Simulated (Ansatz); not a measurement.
## Two structures, one formula

Two relaxed structures of CH₃OSi (charge +1), singlet (PBE0-D4/def2-TZVP; forces vanish, vibrations not checked).

A:

```csv
atom,x (Å),y (Å),z (Å)
C1,-0.8690,-0.4059,-0.3840
O2,0.1036,-1.1731,-0.2051
Si3,0.5362,0.5190,0.2921
H4,-1.8317,-0.7355,-0.7847
H5,1.4487,1.1460,-0.6680
H6,0.6123,0.6495,1.7497
```

B:

```xyz
6
angstrom
C -1.1585 -0.3629 -0.2073
O 0.1678 -1.1318 -0.1596
Si 0.4468 0.4225 -0.3239
H -1.7377 -0.5785 -1.1008
H 1.6867 1.2151 -0.4330
H -1.6953 -0.3918 0.7368
```

Ansatz 0.2.0; basis: def2-TZVPP; cores frozen in the correlated methods. B3LYP uses VWN-RPA correlation.

Question: Which structure is lower at CCSD(T), and by how much? (To be estimated.)

Answer: The calculation gives: A, by 10.71 kcal/mol (electronic energy, against the other). By their contacts, A is CH₃OSi ([CH]1[O][SiH2]1), total charge +1 and B is CH₃OSi ([CH2]1[O][SiH]1), total charge +1.

All methods give the same order:

```json
{"method": "PBE-D4", "E(B) − E(A) (kcal/mol)": "6.85"}
{"method": "r2SCAN-D4", "E(B) − E(A) (kcal/mol)": "8.11"}
{"method": "PBE0-D4", "E(B) − E(A) (kcal/mol)": "8.80"}
{"method": "B3LYP-D4", "E(B) − E(A) (kcal/mol)": "9.49"}
{"method": "wB97M-V", "E(B) − E(A) (kcal/mol)": "10.31"}
{"method": "HF", "E(B) − E(A) (kcal/mol)": "18.47"}
{"method": "MP2", "E(B) − E(A) (kcal/mol)": "9.05"}
{"method": "CCSD", "E(B) − E(A) (kcal/mol)": "11.65"}
{"method": "CCSD(T)", "E(B) − E(A) (kcal/mol)": "10.71"}
```

T1 diagnostic: at most 0.021.

Labels in which every atom is bracketed show which atoms are joined, not bond orders.

For scale, one of the runs: CCSD(T)/def2-TZVPP, 146 basis functions, launched by `ansatz run in.yaml --threads 2 --pin off --events-out ev --progress --plain --max-ram 4352MiB`. Hardware: 2 CPU threads of an AMD EPYC, shared host. Wall time 32 s; peak host memory 0.86 GiB.
